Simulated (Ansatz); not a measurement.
A nudged elastic band was laid between two geometries of AlH3 + H3Si (8 atoms, charge 0, multiplicity 2).

All numbers below come from UKS PBE0/6-31G* (Ansatz).

```yaml
movable_images: 9
climbing_image: yes
spring: 5.0 eV/Å²
optimiser: quadratic models (default)
start_path: through a guess of the saddle point
force_threshold: 0.05 eV/Å
iteration_limit: 60
end_points: relaxed
```

Initial state:

```xyz
8
Properties=species:S:1:pos:R:3
Al -0.002 0.000 -0.826
H -0.003 0.001 0.769
H 1.379 0.000 -1.622
H -1.382 0.000 -1.624
Si 0.005 -0.001 4.478
H -0.765 -1.192 4.934
H 1.416 -0.067 4.952
H -0.649 1.259 4.932
```

Final state:

```xyz
8
Properties=species:S:1:pos:R:3
Al 0.083 -0.256 0.037
H -0.067 -0.976 1.866
H 1.276 0.744 0.447
H -1.408 0.341 -0.029
Si 0.017 -0.124 3.133
H -0.830 -0.854 4.110
H 1.438 -0.111 3.553
H -0.509 1.236 2.876
```

(1) Which bonds break or form, and what moves?

(2) What energy profile does the band end with?

(3) What is the geometry of the highest image?

The band took 11 iterations and roughly 4 core-minutes.

Answers

(1) Bonds formed: H2–Si5. AlH3 + H3Si becomes AlH2 + H4Si.

(2) The run converged. The highest image is number 4 of 0 to 10, 13.4 kJ/mol above the first end and 73.1 kJ/mol above the last; the last end lies 59.7 kJ/mol below the first. A vibrational analysis at the climbing image gives 4 clearly imaginary modes (558i, 273i, 65i, 62i cm⁻¹): a point of higher order. A lower path may pass nearby, or the ends, which weren't checked, may share the extra mode.

```tsv
image	path coordinate (Å)	energy (kJ/mol)	H2–Si5 (Å)
0	0.00	0.0	3.71
1	0.59	0.2	3.35
2	1.18	1.7	2.93
3	1.76	6.3	2.52
4	2.35	13.4	1.99
5	2.88	-30.9	1.57
6	3.42	-49.4	1.51
7	3.95	-52.9	1.51
8	4.48	-55.3	1.51
9	5.02	-58.0	1.52
10	5.55	-59.7	1.53
```

(3) 
```xyz
8
Properties=species:S:1:pos:R:3:forces:R:3
Al -0.002 -0.002 -0.075 0.00 0.00 0.00
H 0.005 -0.004 1.675 0.00 0.00 0.00
H 1.380 0.002 -0.883 0.00 0.00 0.00
H -1.386 0.002 -0.877 0.00 0.00 0.00
Si 0.006 0.000 3.665 0.00 0.00 0.00
H -0.761 -1.183 4.155 0.00 0.00 0.00
H 1.405 -0.066 4.180 0.00 0.00 0.00
H -0.646 1.251 4.152 0.00 0.00 0.00
```

Run time: 3.5 min on 1 thread of Arm Neoverse V2, with other jobs on the host, peak memory 0.13 GiB.
